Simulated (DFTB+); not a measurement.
DFTB+ input (SCC-DFTB): The folder sk holds the Slater-Koster set scc that CP2K ships.

```
Geometry = xyzFormat {
8

C      0.00197600    -0.00690500     0.76306900
C     -0.00197600     0.00690500    -0.76306900
H      0.00893200     1.00657800     1.16924400
H     -0.88080600    -0.51392200     1.15779000
H      0.88088700    -0.52414700     1.15313500
H     -0.00893200    -1.00657800    -1.16924400
H     -0.88088700     0.52414700    -1.15313500
H      0.88080600     0.51392200    -1.15779000
}
Driver = GeometryOptimization {
  Optimizer = Rational {}
  MaxSteps = 500
  OutputPrefix = "geo_end"
  Convergence { GradElem = 1e-5 }
}
Hamiltonian = DFTB {
  SCC = Yes
  SCCTolerance = 1e-8
  MaxSCCIterations = 300
  Charge = 0
  SlaterKosterFiles = Type2FileNames {
    Prefix = "sk/"
    Separator = ""
    Suffix = ".spl"
    LowerCaseTypeName = Yes
  }
  MaxAngularMomentum {
    C = "p"
    H = "s"
  }
  Filling = Fermi { Temperature [K] = 0 }
}
ParserOptions { ParserVersion = 14 }
```

From the output:

```
    3   1   0       0.94548519
    4   1   0       0.94548514
    5   1   0       0.94548514
    6   1   0       0.94548519
    7   1   0       0.94548514
    8   1   0       0.94548514

Orbital populations (up)
 Atom Sh.   l   m       Population  Label
    1   1   0   0       1.24804261  s
    1   2   1  -1       0.97916405  p_y
    1   2   1   0       0.95717262  p_z
    1   2   1   1       0.97916524  p_x
    2   1   0   0       1.24804261  s
    2   2   1  -1       0.97916405  p_y
    2   2   1   0       0.95717262  p_z
    2   2   1   1       0.97916524  p_x
    3   1   0   0       0.94548519  s
    4   1   0   0       0.94548514  s
    5   1   0   0       0.94548514  s
    6   1   0   0       0.94548519  s
    7   1   0   0       0.94548514  s
    8   1   0   0       0.94548514  s

Fermi level:                        -0.0051063865 H           -0.1390 eV
Band energy:                        -5.5294793998 H         -150.4648 eV
TS:                                  0.0000000000 H            0.0000 eV
Band free energy (E-TS):            -5.5294793998 H         -150.4648 eV
Extrapolated E(0K):                 -5.5294793998 H         -150.4648 eV
Input / Output electrons (q):     14.0000000000     14.0000000000

Energy H0:                          -5.7478530251 H         -156.4070 eV
Energy SCC:                          0.0021233992 H            0.0578 eV
Total Electronic energy:            -5.7457296259 H         -156.3493 eV
Repulsive energy:                    0.0451063988 H            1.2274 eV
Total energy:                       -5.7006232271 H         -155.1219 eV
Extrapolated to 0:                  -5.7006232271 H         -155.1219 eV
Total Mermin free energy:           -5.7006232271 H         -155.1219 eV
Force related energy:               -5.7006232271 H         -155.1219 eV

Non-constrained calculation

SCC converged

Full geometry written in geo_end.{xyz|gen}

Dipole moment:   -0.00000000   -0.00000000   -0.00000000 au
Dipole moment:   -0.00000000   -0.00000000   -0.00000000 Debye

Geometry converged
```

The geometry given is a B3LYP-D3(BJ)/def2-TZVP minimum.
